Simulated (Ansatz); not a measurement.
Input file:

```yaml
crystal:
  periodic: [false, false, false]
  atoms:
    - {symbol: W, position_ang: [0.000000, 0.000000, 0.000000]}
    - {symbol: F, position_ang: [0.000000, 0.000000, 1.838237]}
basis:
  gaussian: {orbitals: def2-SVP}
magnetization: {spin_polarized: false, initial_magnetization: 1}
correlation: {active_space: {ras: {orbitals: [6, 1, 34], electrons: 13, max_holes: 2, max_particles: 2}, fixed_orbitals: true}}
```

```sh
$ ansatz run in.yaml --threads 1 --pin off --events-out ev --progress --plain --max-ram 2393MiB
```

(1) Roughly how long does this take on 1 thread of Arm Neoverse V2, shared host, and how much host memory?

```
443 factors; integrals over basis functions are off by at most 1.0e-3 eV
mean field evaluation 1: about -4504.5466 eV, gradient 2.7e1 eV
mean field evaluation 2: about -4504.5973 eV, gradient 2.7e1 eV
mean field evaluation 4: about -4506.5402 eV, gradient 2.8e0 eV
mean field evaluation 8: about -4506.5898 eV, gradient 3.8e-1 eV
mean field evaluation 16: about -4506.5942 eV, gradient 1.6e-6 eV
mean field evaluation 32: about -4507.0706 eV, gradient 9.0e-2 eV
mean field evaluation 64: about -4504.9984 eV, gradient 6.2e0 eV
mean field evaluation 96: about -4506.9927 eV, gradient 1.6e-6 eV
mean field evaluation 128: about -4506.9857 eV, gradient 1.2e-6 eV
mean field evaluation 160: about -4507.0387 eV, gradient 5.4e-2 eV
mean field evaluation 192: about -4506.9927 eV, gradient 7.8e-4 eV
mean field evaluation 224: about -4506.3736 eV, gradient 7.2e-1 eV
mean field evaluation 256: about -4507.0704 eV, gradient 1.5e-1 eV
mean field evaluation 288: about -4505.5396 eV, gradient 8.0e-1 eV
mean field evaluation 320: about -4507.0577 eV, gradient 1.2e0 eV
mean field evaluation 352: about -4506.0128 eV, gradient 4.7e0 eV
mean field evaluation 384: about -4506.9921 eV, gradient 1.4e-1 eV
mean field evaluation 416: about -4504.7208 eV, gradient 2.9e1 eV
mean field evaluation 448: about -4505.3859 eV, gradient 1.7e0 eV
mean field evaluation 480: about -4506.5942 eV, gradient 4.2e-4 eV
mean field -4507.07194067 eV, -165.6318388164 hartree, gradient 1.5e-6 eV, S^2 0.750000; 29 other end points of the search recorded, 0 dependent functions left out
reference -4507.07194067 eV, -165.6318388164 hartree; 12, 11 occupied and 34, 35 virtual orbitals, 443 factors
state -4514.68712682 eV, -165.9116917458 hartree
Total energy: -4514.68712682 eV, -165.9116917458 hartree
```

Natural occupations: 1.9895 1.9766 1.9748 1.9717 1.9688 1.9555 0.9934 0.0253 0.0216 0.0177 0.0157 0.0133 0.0091 0.0083 0.0064 0.0063 0.0053 0.0051 0.0037 0.0035 0.0034 0.0033 0.0031 0.0030.

Answers

(1) 7.5 s wall and 0.15 GiB.
